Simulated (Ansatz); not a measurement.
```yaml
crystal:
  periodic: [false, false, false]
  atoms:
    - {symbol: Br, position_ang: [0.000000, 0.000000, 0.000000]}
    - {symbol: Mg, position_ang: [0.000000, 0.000000, 2.371500]}
basis:
  gaussian: {orbitals: def2-TZVPD}
total_charge: -1
hamiltonian: {xc: pbe0}
relax: {f_tol: 0.004, max_steps: 80}
```

```sh
$ ansatz run in.yaml --threads 1 --pin off --events-out ev --progress --plain --max-ram 2176MiB
```

Steps of the relaxation (energy above the last step; positions in Å, forces in eV/Å):

```
2
step 1, 129.5 meV
Br    0.000    0.000    0.000    0.000    0.000   -1.293
Mg    0.000    0.000    2.372    0.000    0.000    1.293
```

```
2
step 2, 23.6 meV
Br    0.000    0.000   -0.063    0.000    0.000   -0.456
Mg    0.000    0.000    2.435    0.000    0.000    0.456
```

```
2
step 3, 1.2 meV
Br    0.000    0.000   -0.106    0.000    0.000   -0.089
Mg    0.000    0.000    2.478    0.000    0.000    0.089
```

```
2
step 5, 0.0 meV
Br    0.000    0.000   -0.120    0.000    0.000    0.000
Mg    0.000    0.000    2.491    0.000    0.000    0.000
```

Close pairs at the end: Br1–Mg2 2.611 Å.

A stationary point of restricted PBE0 after 5 steps (its stability towards spin polarisation wasn't tested). 9.5 s on 1 thread of Intel Xeon Platinum 8488C, shared host.
